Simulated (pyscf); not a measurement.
Optimised with ωB97X-D3(BJ)/def2-SVP in PySCF. MP2 and CC: frozen core, UHF for open shells. ΔMP2 is the change of the MP2 total energy from the triple- to the quadruple-zeta basis.

Question: For HC≡N + H₂C=CH₂ → cyclic C₃H₅N (SMILES C1=NCC1), a cycloaddition (singlet surface; none broken, C–C, C–N formed), PBE/def2-TZVP gives ΔE‡ = 237.8 kJ/mol and ΔE = -30.1 kJ/mol (zero: the separated reactants). In which direction and how far do B3LYP-D3(BJ)/def2-TZVP, ωB97M-D3(BJ)/def2-TZVP, CCSD(T)/def2-TZVPP + ΔMP2(QZVPP) move these?

Answer: B3LYP-D3(BJ): ΔE‡ = 266.4 kJ/mol, ΔE = +0.1 kJ/mol; ωB97M-D3(BJ): ΔE‡ = 262.8 kJ/mol, ΔE = -9.4 kJ/mol; CCSD(T): ΔE‡ = 279.1 kJ/mol, ΔE = -0.8 kJ/mol. PBE's barrier lies under all of them, by 25.0 to 41.3 kJ/mol. Its reaction energy lies under all of them, by 20.6 to 30.2 kJ/mol. Much of the shift in the barrier follows the reaction energy. At the saddle there is also a short C–C contact that neither side keeps. cyclic C₃H₅N (SMILES C1=NCC1) lies 137.1 kJ/mol over its isomer H₃C–CH₂–C≡N, and others may lie lower still (electronic energy, ωB97M-D3(BJ)). This is the saddle that the search found; another between the same sides may lie lower. One closed-shell reference is unstable to symmetry breaking; treat the single-reference values with care. The CCSD(T) − MP2 part came from Ansatz, without density fitting, on the same reference.
